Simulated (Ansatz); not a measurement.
Molecule: propene, C3H6, net charge 0, singlet state. 
Geometry from a B3LYP-D3(BJ)/def2-TZVP (Ansatz, an electronic-structure program) optimisation:
```xyz
9

C      1.2882     0.1370     0.0119
C      0.0047     0.4726     0.0011
H      1.6023    -0.9010     0.0124
H      2.0710     0.8846     0.0207
H     -0.2612     1.5267     0.0011
C     -1.1384    -0.4921    -0.0114
H     -0.7888    -1.5254    -0.0106
H     -1.7831    -0.3471     0.8604
H     -1.7673    -0.3432    -0.8940
```

Parts of the frozen-core correlation energy in cc-pVDZ (Ansatz, hartree). Frozen orbitals: 3; correlated occupied orbitals by spin: 9 and 9; virtual: 60 and 60. Spin-orbit coupling is left out. No relativistic terms.

```tsv
term	value
reference (HF)	-117.08240
MP2 opposite-spin	[?]
MP2 same-spin	[?]
CCSD correlation	[?]
(T)	-0.01457
T1 diagnostic	0.009
largest doubles amplitude	0.123
```

Task: Fill in the missing entries.

Result: 
- MP2 opposite-spin, value: -0.32303
- MP2 same-spin, value: -0.09390
- CCSD correlation, value: -0.45930
